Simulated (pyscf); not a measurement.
## Insertion: B–Cl (SMILES [B]Cl) [singlet] + CH₄ (SMILES C) -> H₃C–BH–Cl (SMILES CBCl)

Gas phase, singlet surface, charge 0. Bonds broken: C3–H4. Bonds formed: B1–C3, B1–H4. Optimised with ωB97X-D3(BJ)/def2-SVP in PySCF. Correlated levels are frozen-core, on RHF or UHF. ΔMP2 is the change of the MP2 total energy from the triple- to the quadruple-zeta basis.

Transition state (Å):

```xyz
7

B      0.5111     0.0315    -0.6869
Cl     1.5578     1.4097    -0.6833
C      0.3335    -0.2315     1.3054
H     -0.0886    -0.7697     0.0850
H      1.3978    -0.3425     1.5559
H     -0.0559     0.7611     1.5716
H     -0.2611    -1.0217     1.7910
```

One imaginary mode, 1428i cm⁻¹; descent along it reached the two sides named.

```json
[
 {"bond": "C3–H4", "change": "breaks", "reactant side (Å)": "1.100", "saddle": "1.399", "product side": "2.460"},
 {"bond": "B1–C3", "change": "forms", "reactant side (Å)": "3.6", "saddle": "2.017", "product side": "1.564"},
 {"bond": "B1–H4", "change": "forms", "reactant side (Å)": "3.1", "saddle": "1.264", "product side": "1.207"}
]
```

Electronic energies relative to the separated reactants (kcal/mol):

| level | barrier | reaction energy | reverse barrier |
|---|---|---|---|
| ωB97X-D3(BJ)/def2-TZVP | 36.7 | -68.1 | 104.8 |
| PBE/def2-TZVP | 27.7 | -67.3 | 95.0 |
| r²SCAN/def2-TZVP | 29.3 | -69.7 | 99.0 |
| B3LYP-D3(BJ)/def2-TZVP | 34.2 | -66.7 | 100.9 |
| PBE0-D3(BJ)/def2-TZVP | 30.4 | -70.5 | 100.9 |
| M06-2X/def2-TZVP | 36.2 | -67.0 | 103.2 |
| ωB97M-D3(BJ)/def2-TZVP | 37.6 | -64.6 | 102.2 |
| HF/def2-TZVP | 56.0 | -60.7 | 116.7 |
| MP2/def2-QZVPP | 35.2 | -68.4 | 103.7 |
| CCSD/def2-TZVPP | 42.7 | -61.4 | 104.1 |
| CCSD(T)/def2-TZVPP | 39.8 | -61.4 | 101.1 |
| CCSD(T)/def2-TZVPP + ΔMP2(QZVPP) | 38.9 | -62.1 | 100.9 |

With CCSD(T)/def2-TZVPP + ΔMP2(QZVPP) energies and thermal terms (ideal gas, 1 atm, RRHO with modes under 100 cm⁻¹ raised to 100, one conformer, R ln 2 for chiral ones without a mode under 150 cm⁻¹), in kcal/mol:

```
T (K)   ΔH‡   ΔG‡     ΔH     ΔG
-----  ----  ----  -----  -----
298    37.2  45.6  -61.1  -52.8
600    37.5  54.0  -60.8  -44.4
900    38.1  62.2  -60.0  -36.4
1200   38.6  70.1  -59.1  -28.6
```

One saddle was located; it need not be the lowest between these sides. The CCSD(T) − MP2 part came from Ansatz, without density fitting, on the same reference.
